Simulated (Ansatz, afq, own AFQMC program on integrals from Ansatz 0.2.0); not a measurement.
HfC⁺, quartet in def2-TZVPP, levels against CCSDT(Q)

```yaml
atoms:
  - { symbol: Hf, position_ang: [0.0000, 0.0000, 0.0000] }
  - { symbol: C, position_ang: [0.0000, 0.0000, 1.7983] }
```

Basis def2-TZVPP with its core potentials. Only valence electrons are correlated. AFQMC by an in-house program on the Cholesky factors that Ansatz 0.2.0 writes for its CCSD(T) run. The CISD trial takes its coefficients from CCSD amplitudes. Released means that phaseless walkers are propagated on without the constraint, phases kept. Error bars are statistical, one sigma. No spin–orbit coupling. The metal's outer-core s and p shells are frozen, which shifts wave-function levels against functionals.

Determinant: ROHF, the one that the program's search chose, which needn't be the lowest solution. The geometry is a PBE0/def2-TZVP stationary point of this or a neighbouring charge and spin state.

No full CI on the walks' own integrals is used here; CCSDT(Q) serves as the reference and is uncertain by about the last step of the cluster series.

Cautions: no spin-orbit coupling; outer-core shells of the metal frozen; another spin lies lower; a spin-contaminated unrestricted determinant lies lower (UHF 241 meV lower, ⟨S²⟩ 3.95); (T) is large, 6 % of the CCSD correlation; the released energies are still falling, so no released level is given (meV from the phaseless value at times in 1/Eh: -36 ± 3 at 0.60, -50 ± 4 at 1.20, -58 ± 7 at 2.00, -81 ± 6 at 3.00, -95 ± 12 at 4.20), though the last usable value meets CCSDT(Q) within the noise; CCSDT(Q) on the UHF determinant differs (34 meV lower), by its state or its frozen core.

The T1 diagnostic is 0.0376 and the weight of the determinant in the CISD state is 0.884. The size of the correlated space is 7 electrons in 82 orbitals.

```csv
level,correlation energy (eV)
MP2,-4.6636
CCSD,-4.9847
CCSD(T),-5.3048
```

(1) Estimate where phaseless AFQMC with a CISD trial lies against CCSD(T) on the same integrals.

(1) 2.4 ± 0.4 kJ/mol above CCSD(T).

Reference: CCSDT(Q), correlation energy -5.361 eV.

| level | E − E(reference) (kJ/mol) | share of correlation (%) |
| --- | --- | --- |
| CCSD(T) | 5.4 | 98.96 |
| CCSDT | 2.2 | 99.57 |
| ph-AFQMC/CISD | 7.8 ± 0.4 | 98.50 |

A walk keeps the symmetry of its determinant, which the program's search chose and which needn't be the lowest solution, so a lower state of the same spin and another symmetry isn't excluded.
